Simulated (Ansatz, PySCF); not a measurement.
Molecule: cyclopropene, C$_{3}$H$_{4}$, charge 0, multiplicity 1. SMILES: C1C=C1
Geometry from a B3LYP-D3(BJ)/def2-TZVP (Ansatz, a quantum-chemistry and plane-wave program) optimisation:
```xyz
7

C     -0.0054     0.0051     0.8609
C     -0.0002    -0.6463    -0.4958
C      0.0065     0.6404    -0.5035
H      0.9023     0.0040     1.4624
H     -0.9206     0.0134     1.4509
H     -0.0016    -1.5779    -1.0322
H      0.0147     1.5655    -1.0509
```

PBE beside other levels, property by property. Valence correlation only, unless marked. Open shells are spin-unrestricted. Spin-orbit coupling is left out. No relativistic terms. CBS marks a two-point X^-3 extrapolation of the correlation energy; Hartree-Fock from the larger set. [CCSD(T)-MP2]/basis is that difference in the basis named. Rows marked 298 K are enthalpies with B3LYP-D3(BJ) harmonic zero-point and thermal terms from PySCF. Enthalpies of formation rest on the atoms' values in the G2/97 table (older ones for B and Si), with no core term in the frozen-core levels. The coupled-cluster column (Ansatz) is a level with limits of its own: (a) RI-MP2/CBS(aug-cc-pVTZ,aug-cc-pVQZ)+[CCSD(T)-MP2]/aug-cc-pVTZ; (b) RI-MP2/CBS(cc-pVTZ,cc-pVQZ)+[CCSD(T)-MP2]/cc-pVTZ.

```tsv
property	PBE/def2-TZVPD (Ansatz)	SVWN5/def2-TZVPD (Ansatz)	wB97X-V/def2-TZVPD (Ansatz)	RPA@PBE/cc-pVQZ (Ansatz)	coupled cluster	measured
enthalpy of formation at 298 K by atomisation (kcal/mol)	48.4	-34.4	68.3	110.0	69.7 (a)	67.9
C-H bond dissociation enthalpy, 298 K, to [CH]1C=C1 + H atom (kcal/mol)	95.4	106.5	98.3	98.1	100.8 (b)	-
```

Measured values: Active Thermochemical Tables 1.112 (ions: stationary electron), as tabulated in the package chemicals; they hold spin-orbit effects, which all levels lack, and core correlation, which the frozen-core levels lack.

As the rows show:
- enthalpy of formation at 298 K by atomisation: PBE lies 19.5 kcal/mol below the measured value.
- C-H bond dissociation enthalpy, 298 K, to [CH]1C=C1 + H atom: PBE lies 5.4 kcal/mol below coupled cluster.
